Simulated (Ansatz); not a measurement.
Results of PBE0 in Ansatz (PAW) for GeS (Pnma, No. 62).

Numerical settings: plane-wave cutoff 500 eV, 2×6×6 k mesh (along the axes of the cell as run), gaussian smearing 0.02 eV, scalar-relativistic PAW data made under PBE.

Cell (relaxed with PBEsol):

```
GeS
1.0
   10.29267     0.00000     0.00000
    0.00000     3.66264     0.00000
    0.00000     0.00000     4.15369
Ge S
4 4
Direct
  0.88077   0.25000   0.37950
  0.11923   0.75000   0.62050
  0.61923   0.75000   0.87950
  0.38077   0.25000   0.12050
  0.64773   0.25000   0.49487
  0.35227   0.75000   0.50513
  0.85227   0.75000   0.99487
  0.14773   0.25000   0.00513
```

Question: Estimate the band gap that the calculation returns.

Answer: 
* **band gap**: 2.03 eV (on the SCF k mesh)

Measured, for comparison: band gap 1.65 eV (room temperature, not corrected to a static lattice, our sources range from 1.58 to 1.65; as tabulated in Setten et al. (2017), arXiv:1709.07349).

Note: cell and atoms aren't relaxed at this level (pressure 1.7 GPa).

Spin–orbit coupling is not included.

Static lattice: no zero-point or thermal effects.

Ansatz is a quantum-chemistry and plane-wave program.
